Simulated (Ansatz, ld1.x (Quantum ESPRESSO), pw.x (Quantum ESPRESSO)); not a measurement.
# What a changed setting does to a pw.x run (sc Mg)

Potential: ultrasoft, ld1.x (Quantum ESPRESSO) 7.5, PBEsol; core [Ne], reference 3s2 3p0; waves: 3s (bound): rcut 1.95, rcutus 2.55 bohr; 3s channel at 0.05 Ry: rcut 1.95, rcutus 2.55 bohr; 3p (bound, empty): rcut 1.85, rcutus 2.45 bohr; 3p channel at 0.3 Ry: rcut 1.85, rcutus 2.45 bohr; 3d channel at -0.15 Ry: rcut 2.05, rcutus 2.55 bohr; 3d channel at 0.3 Ry: rcut 2.05, rcutus 2.55 bohr; local part: all-electron potential smoothed inside 2.40 bohr (lloc = -1); core correction: Bessel-smoothed model core, default radius (core density twice the valence density); augmentation: PSQ, inside the norm-conserving radii.

The reference run (k-mesh 11³, cutoffs 40/320 Ry, Fermi–Dirac 0.01 Ry, mixing_beta 0.4, conv_thr 1e-9, no spin) gives -0.15 GPa at 27.084 Å³/atom, where all-electron LAPW gives -0.16 GPa. This run, with its own iteration cap, changes ecutrho/ecutwfc to 1, a wrong or extreme entry chosen on purpose.

```
&control
  calculation='scf', prefix='x', pseudo_dir='./', outdir='./tmp', tstress=.true., disk_io='none'
/
&system
  ibrav=0, nat=1, ntyp=1, ecutwfc=40, ecutrho=40, nbnd=8,
  occupations='smearing', smearing='fd', degauss=0.01
/
&electrons
  conv_thr=1e-09, mixing_beta=0.4, electron_maxstep=70
/
ATOMIC_SPECIES
Mg 1.0 Mg.UPF
CELL_PARAMETERS angstrom
  3.00310789 0.00000000 0.00000000
  0.00000000 3.00310789 0.00000000
  0.00000000 0.00000000 3.00310789
ATOMIC_POSITIONS crystal
Mg 0.0000 0.0000 0.0000
K_POINTS automatic
11 11 11 0 0 0
```

```bash
pw.x < Mg.scf.in > Mg.scf.out
```

Q: How does the run end?

A: It stops with "set_cutoff: ecutrho <= ecutwfc?!?".

```
Error in routine set_cutoff (1):
     ecutrho <= ecutwfc?!?
```

The run took about 0.1 s on one core of a shared host (Neoverse-V2, 96 threads, 742 GiB, load 67).
